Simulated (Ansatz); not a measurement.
# CHNSi: the cost of one run

Computed with Ansatz 0.2.0, Gaussian basis. Level: the settings change from run to run.

29 further runs of the same task are left out: 12 that didn't finish, 17 set aside as unsound or not needed.

**1. What is computed**

The geometry is a PBE0/def2-TZVP stationary point (not a proven minimum) with its atoms shifted at random (size 0.040 Å).

4 atoms, charge 0, spin multiplicity 3.

Atoms are counted from 1 here; the program's logs count them from 0.

Bond lengths: C1–N2 1.220 Å, C1–H4 1.051 Å, N2–Si3 1.722 Å. Angles: N2–C1–H4 142.5°, C1–N2–Si3 177.8°.

**2. CCSD(T) on ROHF/def2-SVP**

Input file in.yaml:

```yaml
crystal:
  periodic: [false, false, false]
  atoms:
    - {symbol: C, position_ang: [0.002340, -0.205586, 0.819659]}
    - {symbol: N, position_ang: [0.001498, -0.121743, -0.397790]}
    - {symbol: Si, position_ang: [0.049469, -0.045711, -2.117193]}
    - {symbol: H, position_ang: [-0.053306, 0.373040, 1.695325]}
basis:
  gaussian: {orbitals: def2-SVP, point_charges: [{charge: -1.00, position_ang: [3.350, -0.874, -0.454]}]}
magnetization: {spin_polarized: false, initial_magnetization: 2}
hamiltonian: {pseudopotentials: {relativity: scalar}}
correlation: {method: ccsd_t, electrons: all, diis_vectors: 4}
output: {forces: true}
```

Command:

```sh
$ ansatz run in.yaml --threads 1 --pin off --events-out ev --progress --plain --max-ram 2393MiB
```

Q: Estimate wall time and peak memory on 1 thread of Intel Xeon at 2.50GHz, shared host.

About 1.7 min, with a peak of 0.32 GiB.
